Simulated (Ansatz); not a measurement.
The same path of BClFH (4 atoms, charge 0, multiplicity 1) was run twice with different band settings. Lost on the way: B1–H2, B1–Cl3. Made: H2–Cl3.

Level of theory: Ansatz 0.2.0, RKS PBE0-D4/def2-SVPD.

Relaxed end points:

```xyz
4
Properties=species:S:1:pos:R:3
B 0.246 0.000 0.276
H -0.012 0.000 1.446
Cl 1.906 0.000 -0.276
F -0.715 0.000 -0.623
```

```xyz
4
Properties=species:S:1:pos:R:3
B -0.668 0.000 -0.140
H 1.351 0.000 0.553
Cl 2.598 0.000 0.971
F -1.858 0.000 -0.562
```

Common settings: movable images 7; climbing image yes; spring 5.0 eV/Å²; optimiser quadratic models (default); force threshold 0.05 eV/Å; iteration limit 60; end points relaxed.

| run | start path |
| --- | --- |
| 1 | through a guess of the saddle point |
| 2 | straight line |

(1) What does each run give, and how far can it be trusted?

Answers

(1) Run 1: converged after 13 iterations, highest image 3.632 eV above the first end. Neighbouring images differ by up to 2.0 eV, so the band resolves the path poorly. A vibrational analysis at the climbing image gives one clearly imaginary mode, 813i cm⁻¹: a first-order saddle point.
Run 2: converged after 12 iterations, highest image 3.632 eV above the first end. Neighbouring images differ by up to 2.0 eV, so the band resolves the path poorly. Another band between the same ends (7 images) ends at a top of the same energy, where a vibrational analysis finds 1 clearly imaginary mode.
The orbitals stay closed-shell, which can raise the energy where a bond breaks towards radicals; this wasn't checked here.
